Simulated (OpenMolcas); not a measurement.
# Potential curves of PH⁺: spin-free states

Calculated with OpenMolcas 26.06: state-averaged CASSCF(5,5) over P 3s 3p, H 1s, XMS-CASPT2 (IPEA 0.25, imaginary shift 0.2 hartree), scalar X2C, ANO-RCC-VTZP, then RASSI spin–orbit state interaction with atomic mean-field integrals. C2 symmetry about the axis (a holds Σ, Δ, Γ; b holds Π, Φ, H; Σ⁺ and Σ⁻ are not told apart); roots by multiplicity and irrep: 2b 4, 4a 2, 2a 5, 4b 2.

XMS-CASPT2 energies in eV from the lowest point. Curves are followed by energy order within each symmetry, so they are adiabatic and may change character at avoided crossings; Σ⁺ and Σ⁻ are counted together.

```
R (Å)  (1)2Π  (1)4Σ  (1)2Σ  (1)2Δ  (1)4Π  (2)2Σ  (3)2Σ  (2)4Σ
1.245  0.445  2.218  4.448  4.127  9.856  5.257  8.692  9.357
1.318  0.129  1.881  3.958  3.747  9.041  4.852  8.019  8.605
1.383  0.000  1.721  3.656  3.541  8.412  4.626  7.547  8.109
1.448  0.001  1.656  3.448  3.415  7.850  4.490  7.167  7.743
1.520  0.056  1.660  3.298  3.372  7.286  4.414  6.831  7.456
1.593  0.300  1.715  3.206  3.378  6.781  4.389  6.566  7.263
1.694  0.562  1.852  3.142  3.437  6.152  4.399  6.285  7.108
1.825  0.957  2.062  3.121  3.547  5.476  4.434  6.034  7.035
2.027  1.593  2.393  3.150  3.763  4.696  4.480  5.813  7.056
2.317  2.343  2.783  3.230  4.031  4.021  4.489  5.730  7.163
2.751  3.069  3.152  3.344  4.297  3.575  4.444  5.801  7.346
3.330  3.393  3.351  3.441  4.473  3.428  4.421  5.901  7.809
```

Left out for impure symmetry, kinks or missing points, though low: (2)2Π. Only roots inside an energy window near the equilibrium distance were included, so the list of states is not complete; labels number the states computed. Each spin and symmetry block has orbitals of its own, averaged over its own roots, so gaps between blocks are less sure than gaps within one and near the minimum can be off by tenths of an eV, in bad cases by more. No Rydberg orbitals are active, so Rydberg states, and σ→σ* states whose orbital the CASSCF left unused, can be missing between those listed. At stretched bonds a block can hold a wrong CASSCF solution and miss its lowest state; points past a visible jump are left out. Points that failed a check (symmetry, reference weights, a jump) are left out.
